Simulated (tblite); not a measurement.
Problem. Give a GFN2-xTB geometry of `FC1=CC=CS1`.

Solution. 
```xyz
9
C4H3FS angstrom
F      2.5940    0.3786    0.1756
C      1.2657    0.2988    0.0932
C      0.5319   -0.8319   -0.0400
C     -0.8514   -0.5381   -0.0949
C     -1.1157    0.7876   -0.0030
S      0.3120    1.7394    0.1549
H      0.9560   -1.8166   -0.0956
H     -1.6113   -1.2907   -0.1984
H     -2.0676    1.2789   -0.0169
```

Orientation and origin are arbitrary. Atoms count from 1 in this order. The 5-membered ring C2–C3–C4–C5–S6 has internal angles of 89.6° to 113.6° (sum 540°, against 540° for a flat polygon); it is planar, 0.00 Å rms from its mean plane, widest ring torsion 0°. The C–C distances run from 1.355 Å (C2–C3, aromatic) to 1.415 Å (C3–C4, aromatic), a spread of 0.060 Å. The 6 heavy atoms lie in one plane (0.000 Å rms). S6 (thiophene-type sulfur) is bent (angle 89.6°).

Bonds between heavy atoms (Å): F1–C2 1.333, C2–C3 1.355, C3–C4 1.415, C4–C5 1.355, C5–S6 1.723, C2–S6 1.729.

Structure optimised with GFN2-xTB, isolated species.

Point group: Cs (every atom within 0.08 Å of its image). Its GFN2-xTB frequencies are all real (lowest 251 cm⁻¹).

These are computed values.
